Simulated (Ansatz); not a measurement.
## C5H8O, SMILES C=C(C)CC=O: a single point in a Gaussian basis

Computed with the Ansatz DFT code, driven from Python.

`energy.py`:
```python
# -*- coding: utf-8 -*-
"""Single point of C5H8O."""

from dataclasses import dataclass
from pathlib import Path

import ansatz


@dataclass(frozen=True)
class RunConfig:
    basis_set: str = "def2-SVPD"
    functional: str = "r2SCAN"
    dispersion: str = "d3bj"


settings = RunConfig()

mol = (
    ansatz.Crystal.molecule()
    .atom("C", (-0.9209, 0.8652, 1.0645))
    .atom("C", (-0.49, 0.127, 0.0308))
    .atom("C", (-1.3195, -1.035, -0.4458))
    .atom("C", (0.8219, 0.4582, -0.6412))
    .atom("C", (1.9841, 0.0093, 0.194))
    .atom("O", (3.1243, 0.2165, -0.1883))
    .atom("H", (-0.3379, 1.7057, 1.4293))
    .atom("H", (-1.8608, 0.6362, 1.5581))
    .atom("H", (-1.4669, -1.7571, 0.385))
    .atom("H", (-0.8253, -1.5675, -1.2851))
    .atom("H", (-2.31, -0.672, -0.793))
    .atom("H", (0.8853, -0.039, -1.6326))
    .atom("H", (0.8889, 1.5544, -0.8148))
    .atom("H", (1.8269, -0.502, 1.1393))
)

calculation = (
    mol.calculation()
    .basis(gaussian=settings.basis_set)
    .functional(settings.functional, dispersion=settings.dispersion)
    .accuracy("high")
    .orbitals()
)
done = calculation.run(runs_dir="c5h8o_runs")
report = done.report

print("reference energy %16.6f eV" % report["reference_energy_ev"])
print("total energy     %16.6f eV" % report["free_energy_ev"])
print("occupied (up, down):", report["n_occupied"], " virtual:", report["n_virtual"], " frozen:", report["n_frozen"])

lines = Path(report["orbitals_path"]).read_text().splitlines()
field_of = lambda key: [line.split("=")[1].strip() for line in lines if line.startswith(key)]
orbitals = [(27.211386 * float(e), s, float(n)) for e, s, n in zip(field_of("Ene="), field_of("Spin="), field_of("Occup="))]
homo = max(e for e, _, n in orbitals if n > 0.5)
lumo = min(e for e, _, n in orbitals if n < 0.5)
for e, spin, n in sorted(orbitals):
    if homo - 6 < e < lumo + 5:
        print(f"{spin:6s} {e:10.3f} eV  occupation {n:.0f}")
```

Output of `python energy.py`:
```text
DeckWarning: the engine holds no damping parameters fitted to this dispersion correction and functional, so the run takes those fitted to r2scan beside the three-body term, which d3bj leaves out (hamiltonian.dispersion, under Limitations)
reference energy     -7351.977350 eV
total energy         -7352.064028 eV
occupied (up, down): [23, 23]  virtual: [164, 164]  frozen: 0
Alpha     -12.108 eV  occupation 2
Alpha     -11.535 eV  occupation 2
Alpha     -11.009 eV  occupation 2
Alpha     -10.627 eV  occupation 2
Alpha     -10.393 eV  occupation 2
Alpha      -9.451 eV  occupation 2
Alpha      -9.096 eV  occupation 2
Alpha      -8.864 eV  occupation 2
Alpha      -6.654 eV  occupation 2
Alpha      -6.142 eV  occupation 2
Alpha      -2.153 eV  occupation 0
Alpha      -0.956 eV  occupation 0
Alpha       0.720 eV  occupation 0
Alpha       1.525 eV  occupation 0
Alpha       1.761 eV  occupation 0
Alpha       1.962 eV  occupation 0
Alpha       2.331 eV  occupation 0
Alpha       2.559 eV  occupation 0
Alpha       2.824 eV  occupation 0
```
(Warnings from the package without file and line.)

What to keep in mind:
- The settings weren't tested for convergence.
- The geometry is a force-field or estimated start, not a minimum of this method, and the basis set is short of its limit.
- Alpha marks a spatial orbital of a restricted run, filled by both spins.
- Total less reference energy is the dispersion correction.
- Levels such as HOMO and LUMO are orbital energies: with these approximate functionals they aren't the ionisation energy and electron affinity, and their gap isn't the fundamental gap.
- A dispersion term here runs with damping parameters fitted for another variant or functional.
- Timing: 24 s on 1 thread of Intel(R) Xeon(R) 6975P-C (Granite Rapids), with other jobs on the host, peak memory 1.1 GiB.

(A comment or docstring line of the script was reworded after the run, the code is as it ran; lines on the test bed's own set-up are left out of the output.)
